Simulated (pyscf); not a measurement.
Structures and frequencies: ωB97X-D3(BJ)/def2-SVP in PySCF. Correlated levels are frozen-core, on RHF or UHF. ΔMP2 is the change of the MP2 total energy from the triple- to the quadruple-zeta basis.

Task: PBE/def2-TZVP puts the barrier of HO–B(OH)–OH (SMILES OB(O)O) + HF (SMILES F) → H₂O (SMILES O) + HO–B(OH)–F (SMILES OB(O)F) (four-centre exchange; singlet surface; B–O, F–H broken, H–O, B–F formed) at 0.67 eV and the reaction energy at -0.18 eV, from the separated reactants. What do B3LYP-D3(BJ)/def2-TZVP, ωB97M-D3(BJ)/def2-TZVP, CCSD(T)/def2-TZVPP + ΔMP2(QZVPP) give on the same structures?

Result: B3LYP-D3(BJ): ΔE‡ = 0.86 eV, ΔE = -0.18 eV; ωB97M-D3(BJ): ΔE‡ = 0.81 eV, ΔE = -0.17 eV; CCSD(T): ΔE‡ = 0.96 eV, ΔE = -0.16 eV. PBE's barrier lies under all of them, by 0.15 to 0.29 eV. Its reaction energy matches one of them and lies within 0.02 eV of the others. Low barriers are usual for a GGA, whose delocalisation error favours stretched bonds. On the reactant side the descent ends in a bound adduct, 0.45 eV under the separated species and 1.29 eV under the saddle at ωB97X-D3(BJ)/def2-TZVP. On the product side the descent ends in a complex, 0.19 eV under the separated species and 1.20 eV under the saddle at ωB97X-D3(BJ)/def2-TZVP. The products may also form a dative adduct at HO–B(OH)–F; it and routes through it were not searched. At ωB97X-D3(BJ) the barrier from the zero used here is 0.84 eV. This is the saddle that the search found; another between the same sides may lie lower. The CCSD(T) − MP2 part came from Ansatz, without density fitting, on the same reference.
